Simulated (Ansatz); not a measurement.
# Property card for Sb₂Ru

These are results of DFT r2SCAN, scalar-relativistic, plane waves, PAW in Ansatz 0.2.0, not measurements.

Settings: cutoff 500 eV, Γ-centred mesh 6×6×12 on the computed 6-atom cell, Gaussian smearing of 0.01 eV; no spin polarisation.

The structure is relaxed at this level of theory with its symmetry kept. Whether it is the stable form of this composition wasn't checked.

```xyz
6
Lattice="5.9784 0.0000 0.0000 0.0000 6.7139 0.0000 0.0000 0.0000 3.2137" Properties=species:S:1:pos:R:3 pbc="T T T"
Sb    1.0911    2.4089    0.0000
Sb    4.8872    4.3050    0.0000
Sb    4.0803    0.9481    1.6068
Sb    1.8981    5.7658    1.6068
Ru    0.0000    0.0000    0.0000
Ru    2.9892    3.3569    1.6068
```

| Quantity | Value |
| --- | --- |
| Space group | Pnnm (No. 58) |
| Volume per atom | 21.50 Å³ |
| Formation energy from the elements' standard states (uncorrected) | -0.285 eV/atom |
| Generalised Kohn–Sham band gap | 0.15 eV, indirect from R to (0.000, 0.000, 0.279) |
| Löwdin character of the top 1 eV of the valence band | Ru 4d 54 %, Sb 5p 41 % |
| Löwdin character of the lowest 1 eV of the conduction band | Ru 4d 62 %, Sb 5p 31 % |
| Electron masses at the edge by Cartesian direction of the standard setting (m_e; degenerate bands sorted by energy; no spin-orbit coupling) | x: 0.47; y: 1.9; z: 0.61 |
| Hole masses at the edge by Cartesian direction of the standard setting (m_e; degenerate bands sorted by energy; no spin-orbit coupling) | x: 0.33, 0.33; y: 0.32, 0.32; z: 0.62, 0.62 |
| Bader charges (e) | Sb (4 in the cell) 0.20, Ru (2 in the cell) -0.40 |

Spin-orbit coupling is left out, which matters for the bands of heavy elements.

Cost: 3 runs of about 11 core-minutes in all, on Arm Neoverse V2 (shared hosts).